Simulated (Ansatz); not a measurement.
# AlSiH (triplet): PBE0, B3LYP, wB97X-V over a scan of the scale of all distances, 6-31G, part 1 of 2

How well do these functionals follow the top wave-function level for AlSiH (triplet) over a scan of the scale of all distances?

Program: Ansatz 0.2.0, Gaussian basis. Level of theory: 6-31G, all electrons in the functionals. These are calculated values, not measurements.

The runs, in order: PBE0, B3LYP, wB97X-V, at 0.874; 1.000; 1.123; 1.296; 1.526; 1.767; 1.992; 2.373.

16 further runs of the same task are left out: 15 that didn't finish, 1 set aside as unsound or not needed.

### Step 1. What is computed

The geometry derives from a PBE0/def2-TZVP stationary point (not a proven minimum). All distances are scaled together.

3 atoms, charge 0, spin multiplicity 3.

Atoms are counted from 1 here; the program's logs count them from 0.

Bond lengths: Si1–Al2 2.390 Å, Si1–H3 1.598 Å. Angles: Al2–Si1–H3 57.3°.

As a file:

```
Si    0.00000   -0.03596    1.16541
Al    0.00000   -0.01179   -1.22488
H     0.00000    1.31772    0.31543
```

No dispersion term is added; wB97X-V holds VV10 nonlocal correlation. B3LYP takes the VWN-RPA correlation.

The geometry shown and the zero of energy belong to the point 1.000. The yardstick, FCI, and other wave-function levels (R restricted, U unrestricted, valence and pair active spaces) come from earlier runs.

### Step 2. PBE0, 0.874

Input file in.yaml:

```yaml
crystal:
  periodic: [false, false, false]
  atoms:
    - {symbol: Si, position_ang: [0.000000, -0.031430, 1.018570]}
    - {symbol: Al, position_ang: [0.000000, -0.010307, -1.070544]}
    - {symbol: H, position_ang: [0.000000, 1.151690, 0.275687]}
basis:
  gaussian: {orbitals: 6-31G}
magnetization: {spin_polarized: true, initial_magnetization: 2}
hamiltonian: {xc: {name: PBE0}}
output: {forces: true, orbitals: {seedname: orbitals}}
```

Launch:

```sh
> ansatz run in.yaml --threads 1 --pin off --events-out ev --progress --plain --max-ram 2393MiB
```

The program printed:

```text
Functional definition: PBE0
  name "PBE0"
  cite "Adamo & Barone, J. Chem. Phys. 110, 6158 (1999) doi:10.1063/1.478522"
  cite "Perdew, Burke & Ernzerhof, Phys. Rev. Lett. 77, 3865 (1996) doi:10.1103/PhysRevLett.77.3865"
  parent pbe
  parameter a = 0.25
  parameter kappa = 0.804
  parameter beta = 0.06672455060314922
  exchange = (1 - a)*pbe_x(kappa = kappa, mu = beta*pi^2/3) + a*exact_x
  correlation = pbe_c(beta = beta)
310 factors; integrals over basis functions are off by at most 1.7e-4 eV
mean field evaluation 1: about -14478.1614 eV, gradient 7.6e0 eV
mean field evaluation 2: about -14477.3937 eV, gradient 1.1e1 eV
mean field evaluation 4: about -14478.8139 eV, gradient 2.6e-1 eV
mean field evaluation 8: about -14478.8566 eV, gradient 2.5e-2 eV
mean field evaluation 16: about -14478.8566 eV, gradient 5.7e-5 eV
mean field -14478.85658549 eV, -532.0881653952 hartree, gradient 5.7e-5 eV, S^2 2.006359; 0 other end points of the search recorded, 0 dependent functions left out
the calculation of the forces begins
reference -14478.85660909 eV, -532.0881662624 hartree; 15, 13 occupied and 13, 15 virtual orbitals, 310 factors
Total energy: -14478.85660909 eV, -532.0881662624 hartree
Atom 0 at     0.000000    -0.031430     1.018570 Å, force    -0.000000    -3.436493     7.114211 eV/Å
Atom 1 at     0.000000    -0.010307    -1.070544 Å, force     0.000000    -0.699716    -5.857172 eV/Å
Atom 2 at     0.000000     1.151690     0.275687 Å, force     0.000000     4.136209    -1.257039 eV/Å
Dipole moment:     0.000000     0.053634    -0.249240 e Å
```

Run time: 1 s. Hardware: 1 thread of Intel Xeon Platinum 8488C, shared host.

From the report: ⟨S²⟩ of the determinant 2.006 (pure triplet: 2.00).

### Step 3. PBE0, 1.000

Input file in.yaml:

```yaml
crystal:
  periodic: [false, false, false]
  atoms:
    - {symbol: Si, position_ang: [0.000000, -0.035961, 1.165412]}
    - {symbol: Al, position_ang: [0.000000, -0.011793, -1.224879]}
    - {symbol: H, position_ang: [0.000000, 1.317723, 0.315431]}
basis:
  gaussian: {orbitals: 6-31G}
magnetization: {spin_polarized: true, initial_magnetization: 2}
hamiltonian: {xc: {name: PBE0}}
output: {forces: true, orbitals: {seedname: orbitals}}
```

Launched as before.

The program printed, shortened:

```text
Functional definition: PBE0
  name "PBE0"
  cite "Adamo & Barone, J. Chem. Phys. 110, 6158 (1999) doi:10.1063/1.478522"
  cite "Perdew, Burke & Ernzerhof, Phys. Rev. Lett. 77, 3865 (1996) doi:10.1103/PhysRevLett.77.3865"
  parent pbe
[...]
310 factors; integrals over basis functions are off by at most 2.1e-4 eV
[...]
mean field -14480.15915337 eV, -532.1360338819 hartree, gradient 8.8e-5 eV, S^2 2.009193; 0 other end points of the search recorded, 0 dependent functions left out
[...]
reference -14480.15917796 eV, -532.1360347857 hartree; 15, 13 occupied and 13, 15 virtual orbitals, 310 factors
Total energy: -14480.15917796 eV, -532.1360347857 hartree
Atom 0 at     0.000000    -0.035961     1.165412 Å, force     0.000000    -0.443968     0.856269 eV/Å
Atom 1 at     0.000000    -0.011793    -1.224879 Å, force     0.000000    -0.180469    -0.797071 eV/Å
Atom 2 at     0.000000     1.317723     0.315431 Å, force    -0.000000     0.624437    -0.059198 eV/Å
Dipole moment:     0.000000     0.012018    -0.321283 e Å
```

It took 1.1 s on 1 thread of Intel Xeon Platinum 8488C, shared host.

From the report: ⟨S²⟩ of the determinant 2.009 (pure triplet: 2.00).

### Step 4. PBE0, 1.123

Input file in.yaml:

```yaml
crystal:
  periodic: [false, false, false]
  atoms:
    - {symbol: Si, position_ang: [0.000000, -0.040384, 1.308758]}
    - {symbol: Al, position_ang: [0.000000, -0.013244, -1.375539]}
    - {symbol: H, position_ang: [0.000000, 1.479803, 0.354229]}
basis:
  gaussian: {orbitals: 6-31G}
magnetization: {spin_polarized: true, initial_magnetization: 2}
hamiltonian: {xc: {name: PBE0}}
output: {orbitals: {seedname: orbitals}}
```

The command is unchanged.

The program printed:

```text
Functional definition: PBE0
  name "PBE0"
  cite "Adamo & Barone, J. Chem. Phys. 110, 6158 (1999) doi:10.1063/1.478522"
  cite "Perdew, Burke & Ernzerhof, Phys. Rev. Lett. 77, 3865 (1996) doi:10.1103/PhysRevLett.77.3865"
  parent pbe
  parameter a = 0.25
  parameter kappa = 0.804
  parameter beta = 0.06672455060314922
  exchange = (1 - a)*pbe_x(kappa = kappa, mu = beta*pi^2/3) + a*exact_x
  correlation = pbe_c(beta = beta)
310 factors; integrals over basis functions are off by at most 2.0e-4 eV
mean field evaluation 1: about -14479.3973 eV, gradient 6.5e0 eV
mean field evaluation 2: about -14478.1899 eV, gradient 1.2e1 eV
mean field evaluation 4: about -14480.0017 eV, gradient 8.3e-1 eV
mean field evaluation 8: about -14480.0339 eV, gradient 4.1e-2 eV
mean field evaluation 16: about -14480.0340 eV, gradient 1.6e-4 eV
mean field -14480.03397385 eV, -532.1314336193 hartree, gradient 5.0e-5 eV, S^2 2.011019; 0 other end points of the search recorded, 0 dependent functions left out
reference -14480.03399904 eV, -532.1314345453 hartree; 15, 13 occupied and 13, 15 virtual orbitals, 310 factors
Total energy: -14480.03399904 eV, -532.1314345453 hartree
```

Wall time 0.87 s (1 thread of Intel Xeon Platinum 8488C, shared host).

From the report: ⟨S²⟩ of the determinant 2.011 (pure triplet: 2.00).

From 1.000: +2.9 kcal/mol.

### Step 5. PBE0, 1.296

Input file in.yaml:

```yaml
crystal:
  periodic: [false, false, false]
  atoms:
    - {symbol: Si, position_ang: [0.000000, -0.046606, 1.510374]}
    - {symbol: Al, position_ang: [0.000000, -0.015284, -1.587443]}
    - {symbol: H, position_ang: [0.000000, 1.707769, 0.408799]}
basis:
  gaussian: {orbitals: 6-31G}
magnetization: {spin_polarized: true, initial_magnetization: 2}
hamiltonian: {xc: {name: PBE0}}
output: {orbitals: {seedname: orbitals}}
```

The command is unchanged.

The program printed:

```text
Functional definition: PBE0
  name "PBE0"
  cite "Adamo & Barone, J. Chem. Phys. 110, 6158 (1999) doi:10.1063/1.478522"
  cite "Perdew, Burke & Ernzerhof, Phys. Rev. Lett. 77, 3865 (1996) doi:10.1103/PhysRevLett.77.3865"
  parent pbe
  parameter a = 0.25
  parameter kappa = 0.804
  parameter beta = 0.06672455060314922
  exchange = (1 - a)*pbe_x(kappa = kappa, mu = beta*pi^2/3) + a*exact_x
  correlation = pbe_c(beta = beta)
310 factors; integrals over basis functions are off by at most 1.9e-4 eV
mean field evaluation 1: about -14478.3827 eV, gradient 6.4e0 eV
mean field evaluation 2: about -14476.0228 eV, gradient 1.5e1 eV
mean field evaluation 4: about -14479.0953 eV, gradient 7.8e-1 eV
mean field evaluation 8: about -14479.1177 eV, gradient 7.4e-2 eV
mean field evaluation 16: about -14479.1180 eV, gradient 6.1e-4 eV
mean field -14479.11804934 eV, -532.0977740144 hartree, gradient 5.8e-5 eV, S^2 2.012613; 2 other end points of the search recorded, 0 dependent functions left out
reference -14479.11807474 eV, -532.0977749480 hartree; 15, 13 occupied and 13, 15 virtual orbitals, 310 factors
Total energy: -14479.11807474 eV, -532.0977749480 hartree
```

It took 1.1 s on 1 thread of Intel Xeon Platinum 8488C, shared host.

From the report: ⟨S²⟩ of the determinant 2.013 (pure triplet: 2.00).

From 1.000: +24.0 kcal/mol.

### Step 6. PBE0, 1.526

Input file in.yaml:

```yaml
crystal:
  periodic: [false, false, false]
  atoms:
    - {symbol: Si, position_ang: [0.000000, -0.054877, 1.778419]}
    - {symbol: Al, position_ang: [0.000000, -0.017996, -1.869165]}
    - {symbol: H, position_ang: [0.000000, 2.010845, 0.481348]}
basis:
  gaussian: {orbitals: 6-31G}
magnetization: {spin_polarized: true, initial_magnetization: 2}
hamiltonian: {xc: {name: PBE0}}
output: {forces: true, orbitals: {seedname: orbitals}}
```

The command is unchanged.

The program printed, shortened:

```text
Functional definition: PBE0
  name "PBE0"
  cite "Adamo & Barone, J. Chem. Phys. 110, 6158 (1999) doi:10.1063/1.478522"
  cite "Perdew, Burke & Ernzerhof, Phys. Rev. Lett. 77, 3865 (1996) doi:10.1103/PhysRevLett.77.3865"
  parent pbe
[...]
310 factors; integrals over basis functions are off by at most 1.8e-4 eV
[...]
mean field -14477.69971060 eV, -532.0456510274 hartree, gradient 1.5e-5 eV, S^2 2.035335; 6 other end points of the search recorded, 0 dependent functions left out
[...]
reference -14477.69973679 eV, -532.0456519898 hartree; 15, 13 occupied and 13, 15 virtual orbitals, 310 factors
Total energy: -14477.69973679 eV, -532.0456519898 hartree
Atom 0 at     0.000000    -0.054877     1.778419 Å, force     0.000000     1.376032    -1.763733 eV/Å
Atom 1 at     0.000000    -0.017996    -1.869165 Å, force    -0.000000     0.358982     1.331973 eV/Å
Atom 2 at     0.000000     2.010845     0.481348 Å, force    -0.000000    -1.735013     0.431761 eV/Å
Dipole moment:     0.000000    -0.352773    -0.908447 e Å
```

Run time: 1.4 s. Hardware: 1 thread of Intel Xeon Platinum 8488C, shared host.

From the report: ⟨S²⟩ of the determinant 2.035 (pure triplet: 2.00).

From 1.000: +56.7 kcal/mol.

The fields below are evaluated on a grid from the run's orbitals.

Frontier orbitals at PBE0/6-31G (alpha spin), with the share of their density that lies nearest to each atom:

```
orbital  energy (eV)                     lies on
 HOMO-1        -5.23  Si1 61 %; Al2 33 %; H3 6 %
   HOMO        -4.94           Si1 88 %; Al2 7 %
   LUMO        -2.79           Al2 89 %; Si1 9 %
```

ELF in a plane through or near 3 of the atoms.

Ten even steps from '0' (0.00) to '9' (1.00):
```
0000000000000000000000000000
0000000000000000000000000000
0000000000000112222211000000
0000011111111224455432100000
0001355554322346777765310000
0036788888643468765787631000
0278998667863467324148742000
1589962111675355156528752100
2699942773375345136328742100
2699922785274235421367632000
2699961220453346656665421000
1489998545533799985322100000
0268999887324999997421000000
0025688753127999999720000000
0001233210048999999830000000
0000000000037999999610000000
0000000000003899984100000000
0000000000000255530000000000
0000000000000000000000000000
0000000000000000000000000000
```
The map spans 9.4 Å across and 7.8 Å up, centred on the molecule. Atoms in the plane (x, y in Å): Si1 (1.5, 0.9), Al2 (-2.1, 0.3), H3 (0.6, -1.3).

log10 of the density (e/Å³) in the same plane.

Ten even steps from '0' (-4.0) to '9' (1.7):
```
0001111111111111111111000000
0000111111111222222222110000
0011122222222233333333221100
0111222233233334444443322100
1122333333333444555554432211
1233344444444445566655433211
2234455555544455678765543211
2344556676555556689865543211
2344556887555555689865543211
2344557997555455566655433211
2344556776554555555554432210
2234455555544556555444322110
2233445554444566655443321100
1223334444444567654432211000
1122233333334556554332100000
0011122222233444443321000000
0000111111122333332210000000
0000000001112222221100000000
0000000000000111110000000000
0000000000000000000000000000
```
The map spans 9.4 Å across and 7.8 Å up, centred on the molecule. Atoms in the plane (x, y in Å): Si1 (1.5, 0.9), Al2 (-2.1, 0.3), H3 (0.6, -1.3).

On the surface of density 0.002 e/bohr³ the electrostatic potential runs, from the 1st to the 99th percentile, from -1.34 to 2.21 V.

The spin density lies nearest to Si1 71 %; Al2 19 %; H3 10 % (both signs).

### Step 7. PBE0, 1.767

Input file in.yaml:

```yaml
crystal:
  periodic: [false, false, false]
  atoms:
    - {symbol: Si, position_ang: [0.000000, -0.063543, 2.059283]}
    - {symbol: Al, position_ang: [0.000000, -0.020839, -2.164361]}
    - {symbol: H, position_ang: [0.000000, 2.328416, 0.557367]}
basis:
  gaussian: {orbitals: 6-31G}
magnetization: {spin_polarized: true, initial_magnetization: 2}
hamiltonian: {xc: {name: PBE0}}
output: {orbitals: {seedname: orbitals}}
```

The command is unchanged.

The program printed, shortened:

```text
Functional definition: PBE0
  name "PBE0"
  cite "Adamo & Barone, J. Chem. Phys. 110, 6158 (1999) doi:10.1063/1.478522"
  cite "Perdew, Burke & Ernzerhof, Phys. Rev. Lett. 77, 3865 (1996) doi:10.1103/PhysRevLett.77.3865"
  parent pbe
[...]
310 factors; integrals over basis functions are off by at most 2.6e-4 eV
[...]
mean field -14476.47350334 eV, -532.0005887416 hartree, gradient 2.2e-5 eV, S^2 2.341393; 16 other end points of the search recorded, 0 dependent functions left out
reference -14476.47353095 eV, -532.0005897562 hartree; 15, 13 occupied and 13, 15 virtual orbitals, 310 factors
Total energy: -14476.47353095 eV, -532.0005897562 hartree
```

It took 4.4 s on 1 thread of Intel Xeon Platinum 8488C, shared host.

From the report: ⟨S²⟩ of the determinant 2.341 (pure triplet: 2.00).

From 1.000: +85.0 kcal/mol.

### Step 8. PBE0, 1.992

Input file in.yaml:

```yaml
crystal:
  periodic: [false, false, false]
  atoms:
    - {symbol: Si, position_ang: [0.000000, -0.071635, 2.321501]}
    - {symbol: Al, position_ang: [0.000000, -0.023492, -2.439959]}
    - {symbol: H, position_ang: [0.000000, 2.624904, 0.628339]}
basis:
  gaussian: {orbitals: 6-31G}
magnetization: {spin_polarized: true, initial_magnetization: 2}
hamiltonian: {xc: {name: PBE0}}
output: {forces: true, orbitals: {seedname: orbitals}}
```

The command is unchanged.

The program printed, shortened:

```text
Functional definition: PBE0
  name "PBE0"
  cite "Adamo & Barone, J. Chem. Phys. 110, 6158 (1999) doi:10.1063/1.478522"
  cite "Perdew, Burke & Ernzerhof, Phys. Rev. Lett. 77, 3865 (1996) doi:10.1103/PhysRevLett.77.3865"
  parent pbe
[...]
312 factors; integrals over basis functions are off by at most 2.2e-4 eV
[...]
mean field -14475.81580136 eV, -531.9764186395 hartree, gradient 2.3e-7 eV, S^2 2.732033; 18 other end points of the search recorded, 0 dependent functions left out
[...]
reference -14475.81583101 eV, -531.9764197293 hartree; 15, 13 occupied and 13, 15 virtual orbitals, 312 factors
Total energy: -14475.81583101 eV, -531.9764197293 hartree
Atom 0 at     0.000000    -0.071635     2.321501 Å, force     0.000000     0.436031    -0.650249 eV/Å
Atom 1 at     0.000000    -0.023492    -2.439959 Å, force    -0.000000     0.076997     0.472514 eV/Å
Atom 2 at     0.000000     2.624904     0.628339 Å, force     0.000000    -0.513029     0.177735 eV/Å
Dipole moment:     0.000000    -0.233481    -1.040925 e Å
```

Wall time 10 s (1 thread of Intel Xeon Platinum 8488C, shared host).

From the report: ⟨S²⟩ of the determinant 2.732 (pure triplet: 2.00). The determinant is far from a pure spin state, so its energy mixes those of several spin states (harmless only where they are near-degenerate, as at dissociation).

From 1.000: +100.2 kcal/mol.

### Step 9. PBE0, 2.373

Input file in.yaml:

```yaml
crystal:
  periodic: [false, false, false]
  atoms:
    - {symbol: Si, position_ang: [0.000000, -0.085336, 2.765523]}
    - {symbol: Al, position_ang: [0.000000, -0.027985, -2.906638]}
    - {symbol: H, position_ang: [0.000000, 3.126956, 0.748518]}
basis:
  gaussian: {orbitals: 6-31G}
magnetization: {spin_polarized: true, initial_magnetization: 2}
hamiltonian: {xc: {name: PBE0}}
output: {orbitals: {seedname: orbitals}}
```

Same command.

The program printed, shortened:

```text
Functional definition: PBE0
  name "PBE0"
  cite "Adamo & Barone, J. Chem. Phys. 110, 6158 (1999) doi:10.1063/1.478522"
  cite "Perdew, Burke & Ernzerhof, Phys. Rev. Lett. 77, 3865 (1996) doi:10.1103/PhysRevLett.77.3865"
  parent pbe
[...]
312 factors; integrals over basis functions are off by at most 2.6e-4 eV
[...]
mean field -14475.40139040 eV, -531.9611893176 hartree, gradient 7.5e-6 eV, S^2 2.962643; 14 other end points of the search recorded, 0 dependent functions left out
reference -14475.40142478 eV, -531.9611905813 hartree; 15, 13 occupied and 13, 15 virtual orbitals, 312 factors
Total energy: -14475.40142478 eV, -531.9611905813 hartree
```

It took 13 s on 1 thread of Intel Xeon Platinum 8488C, shared host.

From the report: ⟨S²⟩ of the determinant 2.963 (pure triplet: 2.00). The determinant is far from a pure spin state, so its energy mixes those of several spin states (harmless only where they are near-degenerate, as at dissociation).

From 1.000: +109.7 kcal/mol.

### Step 10. B3LYP, 0.874

Input file in.yaml:

```yaml
crystal:
  periodic: [false, false, false]
  atoms:
    - {symbol: Si, position_ang: [0.000000, -0.031430, 1.018570]}
    - {symbol: Al, position_ang: [0.000000, -0.010307, -1.070544]}
    - {symbol: H, position_ang: [0.000000, 1.151690, 0.275687]}
basis:
  gaussian: {orbitals: 6-31G}
magnetization: {spin_polarized: true, initial_magnetization: 2}
hamiltonian: {xc: {name: B3LYP}}
```

Same command.

The program printed, shortened:

```text
Functional definition: B3LYP
  name "B3LYP"
  cite "Stephens, Devlin, Chabalowski & Frisch, J. Phys. Chem. 98, 11623 (1994) doi:10.1021/j100096a001"
  cite "Becke, Phys. Rev. A 38, 3098 (1988) doi:10.1103/PhysRevA.38.3098"
  cite "Lee, Yang & Parr, Phys. Rev. B 37, 785 (1988) doi:10.1103/PhysRevB.37.785"
  cite "Vosko, Wilk & Nusair, Can. J. Phys. 58, 1200 (1980) doi:10.1139/p80-159"
[...]
310 factors; integrals over basis functions are off by at most 1.7e-4 eV
[...]
mean field -14486.33767980 eV, -532.3630905402 hartree, gradient 3.8e-5 eV, S^2 2.004319; 0 other end points of the search recorded, 0 dependent functions left out
reference -14486.33786262 eV, -532.3630972586 hartree; 15, 13 occupied and 13, 15 virtual orbitals, 310 factors
Total energy: -14486.33786262 eV, -532.3630972586 hartree
```

Wall time 0.82 s (1 thread of Intel Xeon Platinum 8488C, shared host).

From the report: ⟨S²⟩ of the determinant 2.004 (pure triplet: 2.00).

### Step 11. B3LYP, 1.000

Input file in.yaml:

```yaml
crystal:
  periodic: [false, false, false]
  atoms:
    - {symbol: Si, position_ang: [0.000000, -0.035961, 1.165412]}
    - {symbol: Al, position_ang: [0.000000, -0.011793, -1.224879]}
    - {symbol: H, position_ang: [0.000000, 1.317723, 0.315431]}
basis:
  gaussian: {orbitals: 6-31G}
magnetization: {spin_polarized: true, initial_magnetization: 2}
hamiltonian: {xc: {name: B3LYP}}
```

Same command.

The program printed, shortened:

```text
Functional definition: B3LYP
  name "B3LYP"
  cite "Stephens, Devlin, Chabalowski & Frisch, J. Phys. Chem. 98, 11623 (1994) doi:10.1021/j100096a001"
  cite "Becke, Phys. Rev. A 38, 3098 (1988) doi:10.1103/PhysRevA.38.3098"
  cite "Lee, Yang & Parr, Phys. Rev. B 37, 785 (1988) doi:10.1103/PhysRevB.37.785"
  cite "Vosko, Wilk & Nusair, Can. J. Phys. 58, 1200 (1980) doi:10.1139/p80-159"
[...]
310 factors; integrals over basis functions are off by at most 2.1e-4 eV
[...]
mean field -14487.66121748 eV, -532.4117296529 hartree, gradient 4.7e-5 eV, S^2 2.005939; 0 other end points of the search recorded, 0 dependent functions left out
reference -14487.66140755 eV, -532.4117366377 hartree; 15, 13 occupied and 13, 15 virtual orbitals, 310 factors
Total energy: -14487.66140755 eV, -532.4117366377 hartree
```

Run time: 1.1 s. Hardware: 1 thread of Intel Xeon Platinum 8488C, shared host.

From the report: ⟨S²⟩ of the determinant 2.006 (pure triplet: 2.00).

### Step 12. B3LYP, 1.123

Input file in.yaml:

```yaml
crystal:
  periodic: [false, false, false]
  atoms:
    - {symbol: Si, position_ang: [0.000000, -0.040384, 1.308758]}
    - {symbol: Al, position_ang: [0.000000, -0.013244, -1.375539]}
    - {symbol: H, position_ang: [0.000000, 1.479803, 0.354229]}
basis:
  gaussian: {orbitals: 6-31G}
magnetization: {spin_polarized: true, initial_magnetization: 2}
hamiltonian: {xc: {name: B3LYP}}
```

The command is unchanged.

The program printed, shortened:

```text
Functional definition: B3LYP
  name "B3LYP"
  cite "Stephens, Devlin, Chabalowski & Frisch, J. Phys. Chem. 98, 11623 (1994) doi:10.1021/j100096a001"
  cite "Becke, Phys. Rev. A 38, 3098 (1988) doi:10.1103/PhysRevA.38.3098"
  cite "Lee, Yang & Parr, Phys. Rev. B 37, 785 (1988) doi:10.1103/PhysRevB.37.785"
  cite "Vosko, Wilk & Nusair, Can. J. Phys. 58, 1200 (1980) doi:10.1139/p80-159"
[...]
310 factors; integrals over basis functions are off by at most 2.0e-4 eV
[...]
mean field -14487.58248417 eV, -532.4088362571 hartree, gradient 2.7e-5 eV, S^2 2.006871; 0 other end points of the search recorded, 0 dependent functions left out
reference -14487.58268139 eV, -532.4088435047 hartree; 15, 13 occupied and 13, 15 virtual orbitals, 310 factors
Total energy: -14487.58268139 eV, -532.4088435047 hartree
```

Run time: 0.82 s. Hardware: 1 thread of Intel Xeon Platinum 8488C, shared host.

From the report: ⟨S²⟩ of the determinant 2.007 (pure triplet: 2.00).

From 1.000: +1.8 kcal/mol.

(Continued in part 2 of 2.)
